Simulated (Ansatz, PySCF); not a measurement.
Process, species as SMILES: O=CO → O=CO as doublet, charge +1 + e-
Structures are relaxed separately at B3LYP-D3(BJ)/def2-TZVP in Ansatz (a quantum-chemistry and plane-wave program), one conformer each, not searched for the lowest. A spin state is the lowest found, not a proven ground state.
Geometry of the first species:
SMILES: OC=O
```xyz
5

O     -1.0316    -0.4355    -0.0191
C      0.0042     0.4206     0.0039
O      1.1586     0.1057     0.0179
H     -0.6697    -1.3375    -0.0221
H     -0.3712     1.4518     0.0079
```
Charge 0, spin multiplicity 1.

Property: adiabatic ionisation energy (0 K, with B3LYP-D3(BJ) harmonic zero-point energies from PySCF), in eV. Correlated levels leave the core frozen unless marked. Open shells are spin-unrestricted. No spin-orbit coupling. Non-relativistic. Basis-set limits of correlation are two-point, X^-3; Hartree-Fock from the larger set. [CCSD(T)-MP2]/basis is that difference in the basis named.

| level | program | adiabatic ionisation energy (eV) |
|---|---|---|
| PBE/def2-TZVPD | Ansatz | (withheld) |
| TPSS/def2-TZVPD | PySCF | 10.97 |
| r2SCANh/def2-TZVPD | Ansatz | 10.97 |
| PW6B95-D4/def2-TZVPD | PySCF + dftd4 | (withheld) |
| B2PLYP-D3(BJ)/def2-TZVPD | Ansatz + dftd3 | 11.20 |
| PBE-QIDH/def2-TZVPD | Ansatz | 11.20 |
| SCS-MP2/6-31G* | Ansatz | 10.96 |
| CCSD/STO-3G | Ansatz | 7.30 |
| CCSD/6-31G | Ansatz | (withheld) |
| RI-MP2/CBS(aug-cc-pVTZ,aug-cc-pVQZ)+[CCSD(T)-MP2]/aug-cc-pVTZ | Ansatz | (withheld) |

Task: Complete the blanks.

Result: 
- PBE/def2-TZVPD, adiabatic ionisation energy (eV): 11.09
- PW6B95-D4/def2-TZVPD, adiabatic ionisation energy (eV): 11.17
- CCSD/6-31G, adiabatic ionisation energy (eV): 10.70
- RI-MP2/CBS(aug-cc-pVTZ,aug-cc-pVQZ)+[CCSD(T)-MP2]/aug-cc-pVTZ, adiabatic ionisation energy (eV): 11.36
